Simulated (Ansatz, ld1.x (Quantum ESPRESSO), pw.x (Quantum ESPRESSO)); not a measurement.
# Equation-of-state test of one TM potential (indium)

```
Element                 : indium
Generator               : ld1.x (Quantum ESPRESSO) 7.5
Type                    : norm-conserving Troullier–Martins (Kleinman–Bylander form)
Functional              : PBEsol
Relativity              : scalar-relativistic
Frozen core             : [Kr]
Valence charge          : 13
Reference configuration : 4d10 5s2 5p1
Partial waves           : 5p (bound): rc 3.15 bohr; 4d (bound): rc 1.20 bohr; 5s (bound): rc 1.65 bohr
Local potential         : the s channel
Core correction         : a·sin(br)/r model core, default radius (core density twice the valence density)
```

Crystal test: bcc In in pw.x 7.5, no spin, 12³ k-points, Fermi–Dirac smearing 0.01 Ry, cutoffs 170/680 Ry. The reference is all-electron LAPW (Ansatz 0.2.0) with the same functional, mesh and smearing; V0 and B0 come from Birch–Murnaghan fits to the pressures at five volumes. Errors are pseudo minus all-electron; Δ is the rms difference of the E(V) curves that follow from these fits, minima aligned, over ±6 % about the mean V0. Mesh and smearing are coarse, so the numbers serve the comparison and aren't converged zero-temperature values; the lattice is a test structure that the element need not adopt.

| V (Å³/atom) | P all-electron (GPa) | P pseudo (GPa) |
| --- | --- | --- |
| 24.714 | 2.23 | 3.09 |
| 25.365 | 0.90 | 1.65 |
| 26.015 | -0.23 | 0.42 |
| 26.665 | -1.20 | -0.63 |
| 27.316 | -2.04 | -1.53 |

All-electron: a0 = 3.726 Å (V0 = 25.87 Å³/atom), B0 = 43.2 GPa.

Pseudopotential: mean pressure error (GPa): +0.66; a0 (Å): 3.745; a0 error (%): +0.50; B0 error (%): +0.2; Δ (meV/atom): 3.7. This is a poor potential for the solid.

Problem. At the middle volume, how do free energy and pressure move when the wave cutoff is lowered (ecutrho kept at four times it)?

Solution.

```csv
cutoff (Ry),shift of F (meV/atom),shift of P (GPa)
76,+683.4,-28.25
102,+20.8,-0.23
136,+8.8,-0.10
```

The run at the middle volume (72 k-points, 7 iterations) took about 1.8 min on one core of a shared host (Neoverse-V1, 32 threads, 247 GiB, load 22).
